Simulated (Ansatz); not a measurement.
C3H5FN2, SMILES `C=C1NC(F)N1`, relaxed with RKS PBE0-D4/def2-TZVP in the Gaussian-basis code of Ansatz from a PBE-D4/def2-SVP geometry. The force threshold is 0.005 eV/Å; the program also tests the step.

Charge 0, multiplicity 1.

Start:

```xyz
11

C    -0.727    0.954   -1.472
C    -0.340    0.361   -0.328
N    -0.672   -0.859    0.320
C     0.528   -0.706    1.124
F     0.348   -0.874    2.473
N     0.610    0.676    0.682
H    -1.492    0.491   -2.107
H    -0.300    1.921   -1.768
H    -0.852   -1.712   -0.215
H     1.391   -1.360    0.842
H     1.506    1.109    0.449
```

```json
{"step": "1", "energy (eV)": "-8881.8617", "largest force (eV/Å)": "0.629", "largest move (Å)": "0.000"}
{"step": "2", "energy (eV)": "-8881.9120", "largest force (eV/Å)": "0.200", "largest move (Å)": "0.025"}
{"step": "3", "energy (eV)": "-8881.9162", "largest force (eV/Å)": "0.050", "largest move (Å)": "0.016"}
{"step": "4", "energy (eV)": "-8881.9164", "largest force (eV/Å)": "0.019", "largest move (Å)": "0.006"}
{"step": "5", "energy (eV)": "-8881.9165", "largest force (eV/Å)": "0.024", "largest move (Å)": "0.008"}
{"step": "6", "energy (eV)": "-8881.9165", "largest force (eV/Å)": "0.014", "largest move (Å)": "0.002"}
{"step": "7", "energy (eV)": "-8881.9165", "largest force (eV/Å)": "0.001", "largest move (Å)": "0.001"}
```

End:

```xyz
11

C    -0.720    0.944   -1.454
C    -0.337    0.359   -0.329
N    -0.670   -0.852    0.317
C     0.525   -0.701    1.113
F     0.339   -0.860    2.448
N     0.604    0.673    0.677
H    -1.476    0.491   -2.078
H    -0.301    1.896   -1.747
H    -0.827   -1.691   -0.219
H     1.370   -1.343    0.838
H     1.492    1.084    0.434
```

Run time 21 s (4 threads of an Arm Neoverse V2 on a shared host); peak host memory 0.55 GiB.
